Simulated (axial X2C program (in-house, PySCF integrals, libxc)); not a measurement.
Which molecule gave these maps?

PBE0 fields computed with an in-house relativistic program for diatomic molecules, 2c, near the equilibrium distance, one atom at z = 0.

The maps cover the half plane through the axis: z from -2.4 to 3.6 Å along the bond, ρ from 0.15 to 2.25 Å away from it.

log10 of the density in e/bohr³:

```
 ρ\z  -2.4  -1.8  -1.2  -0.6   0.0   0.6   1.2   1.8   2.4   3.0   3.6
0.15  -2.8  -2.2  -1.9  -0.8   0.9  -0.8  -1.1  -0.7  -1.6  -2.5  -3.3
0.45  -2.8  -2.3  -1.9  -1.3  -0.1  -1.2  -1.3  -1.1  -1.7  -2.6  -3.4
0.75  -2.9  -2.4  -2.0  -1.8  -1.3  -1.7  -1.6  -1.6  -2.0  -2.8  -3.5
1.05  -3.0  -2.5  -2.2  -2.0  -2.0  -2.0  -1.9  -2.0  -2.4  -3.0  -3.7
1.35  -3.2  -2.7  -2.4  -2.2  -2.3  -2.3  -2.3  -2.4  -2.7  -3.3  -3.9
1.65  -3.3  -2.9  -2.6  -2.5  -2.5  -2.6  -2.7  -2.8  -3.1  -3.6  -4.2
1.95  -3.6  -3.2  -2.9  -2.8  -2.8  -3.0  -3.0  -3.2  -3.5  -3.9  -4.4
2.25  -3.8  -3.4  -3.2  -3.1  -3.1  -3.3  -3.4  -3.6  -3.8  -4.2  -4.7
```

Electron localisation function (collinear form, no current term, damped to 0 at low density):

```
 ρ\z  -2.4  -1.8  -1.2  -0.6   0.0   0.6   1.2   1.8   2.4   3.0   3.6
0.15  0.99  1.00  0.84  0.45  0.26  0.30  0.99  1.00  1.00  1.00  0.37
0.45  0.98  1.00  0.92  0.14  0.83  0.09  0.99  1.00  1.00  0.99  0.27
0.75  0.97  1.00  0.98  0.10  0.16  0.05  0.98  1.00  1.00  0.97  0.13
1.05  0.94  1.00  0.99  0.55  0.06  0.18  0.95  1.00  1.00  0.88  0.04
1.35  0.83  0.99  1.00  0.94  0.39  0.30  0.82  0.98  0.97  0.51  0.01
1.65  0.56  0.96  0.99  0.98  0.72  0.25  0.46  0.82  0.72  0.10  0.00
1.95  0.22  0.82  0.96  0.96  0.68  0.15  0.14  0.30  0.15  0.01  0.00
2.25  0.05  0.41  0.79  0.81  0.44  0.07  0.03  0.04  0.01  0.00  0.00
```

Axial spin density in 10⁻³ e/bohr³:

```
 ρ\z  -2.4  -1.8  -1.2  -0.6   0.0   0.6   1.2   1.8  2.4  3.0  3.6
0.15   1.6   5.4  11.6   2.7   6.3  -0.4   6.5  39.1  6.3  0.8  0.1
0.45   1.5   4.8  10.5   6.6  -0.1  -0.8   3.0  12.8  4.0  0.7  0.1
0.75   1.2   3.9   8.5   8.5   2.6  -0.8   0.5   4.0  1.9  0.4  0.1
1.05   0.9   2.8   6.0   7.0   3.2  -0.4  -0.3   1.1  0.8  0.2  0.1
1.35   0.7   1.8   3.8   4.6   2.4   0.0  -0.3   0.2  0.3  0.1  0.0
1.65   0.4   1.1   2.2   2.6   1.5   0.1  -0.2   0.0  0.1  0.1  0.0
1.95   0.3   0.7   1.2   1.4   0.8   0.1  -0.1   0.0  0.0  0.0  0.0
2.25   0.2   0.4   0.6   0.7   0.4   0.1   0.0   0.0  0.0  0.0  0.0
```

Problem. Which molecule is it?
A. MgH
B. MgY
C. SgH⁻
D. SrH

Solution. A. MgH, with Mg at z = 0 and H at z = 1.740 Å, state Ω = 1/2 (⟨Sz⟩ = 0.50, ⟨Lz⟩ = 0.00 at PBE0), basis Mg dyall-cv3z [9s8p6d3f], H dyall-v3z [6s2p1d] (cores contracted in-house). The state is a single determinant with fixed occupations, the lowest that a limited PBE0 search found. Density functionals use the spin component along the axis (collinear).
